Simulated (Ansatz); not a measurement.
Mulliken charges of C₃H₅N, SMILES `[C-]#[N+]CC` from ωB97M-V/def2-TZVPP in Ansatz (PBE0-D4/def2-TZVP geometry).

| atom | x (Å) | y (Å) | z (Å) | charge (e) |
| --- | --- | --- | --- | --- |
| C1 | 1.232 | 0.046 | -2.266 | -0.255 |
| N2 | 0.859 | 0.254 | -1.182 | 0.013 |
| C3 | 0.382 | 0.480 | 0.132 | -0.053 |
| C4 | -0.725 | -0.489 | 0.504 | -0.274 |
| H5 | 1.228 | 0.386 | 0.818 | 0.121 |
| H6 | 0.029 | 1.513 | 0.190 | 0.121 |
| H7 | -0.368 | -1.519 | 0.458 | 0.114 |
| H8 | -1.572 | -0.387 | -0.174 | 0.114 |
| H9 | -1.065 | -0.284 | 1.521 | 0.099 |

**Question.** By hand: the dipole of these point charges (1 e Å = 4.8032 D).

**Answer.** Σ q r = (-0.299, 0.084, 0.722) e Å, of length 0.786 e Å = 3.78 D.

**Question.** How does the dipole of the full density compare? (Best estimate.)

**Answer.** The calculation gave: (-0.300, 0.100, 0.752) e Å, 3.92 D; the point charges give 0.96 times that, at 1° from its direction.

Point charges leave out the atoms' own dipoles, such as those of lone pairs, and Mulliken's split depends on the basis, so the close match here is no proof of good charges.
